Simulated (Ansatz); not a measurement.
# C3H6F radical: basis-set convergence

An exercise on one series of results from a longer session: the logs are not shown, and one member is left open.

Method: one geometry, several basis sets; program: Ansatz 0.2.0, Gaussian basis.

Levels to be run: PBE0-D4/def2-SVP; ωB97M-V/def2-SVP; PBE0-D4/def2-QZVPP; ωB97M-V/def2-QZVPP; the functionals' def2-TZVPP values are taken from earlier runs.

## The relaxed structure

All runs share one geometry, relaxed beforehand with PBE0-D4 in a triple-zeta def2 set.

SMILES `[CH2]C(C)F`, 10 atoms, charge 0, spin multiplicity 2.

Atoms are counted from 1 here; the program's logs count them from 0.

Bond lengths: C1–C2 1.476 Å, C1–H5 1.082 Å, C1–H6 1.082 Å, C2–C3 1.512 Å, C2–F4 1.396 Å, C2–H7 1.103 Å, C3–H8 1.091 Å, C3–H9 1.092 Å, C3–H10 1.091 Å. Angles: C2–C1–H5 119.6°, C2–C1–H6 120.4°, H5–C1–H6 119.5°, C1–C2–C3 114.0°, C1–C2–F4 109.1°, C1–C2–H7 110.2°, C3–C2–F4 108.8°, C3–C2–H7 109.2°, F4–C2–H7 105.2°, C2–C3–H8 110.3°, C2–C3–H9 110.0°, C2–C3–H10 110.3°, H8–C3–H9 108.7°, H8–C3–H10 109.0°, H9–C3–H10 108.6°.

Set-up of the first run:

Input file in.yaml:

```yaml
crystal:
  periodic: [false, false, false]
  atoms:
    - {symbol: C, position_ang: [-1.092140, 0.803343, -0.313290]}
    - {symbol: C, position_ang: [0.140211, 0.022548, -0.534285]}
    - {symbol: C, position_ang: [0.712815, -0.591790, 0.723340]}
    - {symbol: F, position_ang: [-0.123023, -0.995789, -1.451755]}
    - {symbol: H, position_ang: [-1.811717, 0.904481, -1.114520]}
    - {symbol: H, position_ang: [-1.220558, 1.379886, 0.593071]}
    - {symbol: H, position_ang: [0.908912, 0.651931, -1.013117]}
    - {symbol: H, position_ang: [-0.019245, -1.254141, 1.188729]}
    - {symbol: H, position_ang: [0.976726, 0.192795, 1.435956]}
    - {symbol: H, position_ang: [1.611119, -1.164363, 0.488871]}
basis:
  gaussian: {orbitals: def2-SVP}
magnetization: {spin_polarized: true, initial_magnetization: 1}
hamiltonian: {xc: pbe0, dispersion: d4}
output: {orbitals: {seedname: orbitals}}
```

Run with:

```console
> ansatz run in.yaml --threads 4 --pin off --events-out ev --progress --plain --max-ram 10444MiB
```

Among the steps run: PBE0-D4 in def2-SVP; ωB97M-V in def2-SVP; PBE0-D4 in def2-QZVPP; ωB97M-V in def2-QZVPP.

One table of the session follows, with a row left open; its other results are not shown here.

It belongs to the step «Density functionals: the series». 

| functional | basis | HOMO (eV) | LUMO (eV) |
| --- | --- | --- | --- |
| PBE0-D4 | def2-SVP | -6.47 | -1.41 |
| PBE0-D4 | def2-TZVPP | -6.54 | -1.66 |
| PBE0-D4 | def2-QZVPP | -6.56 | -1.73 |
| ωB97M-V | def2-SVP | -8.54 | 0.57 |
| ωB97M-V | def2-TZVPP | ? | ? |
| ωB97M-V | def2-QZVPP | -8.63 | 0.04 |

Q: Estimate the row for ωB97M-V, def2-TZVPP from the others.

As computed: HOMO (eV): -8.61; LUMO (eV): 0.16. In the column «HOMO (eV)» it lies between ωB97M-V, def2-QZVPP (-8.63) and ωB97M-V, def2-SVP (-8.54).
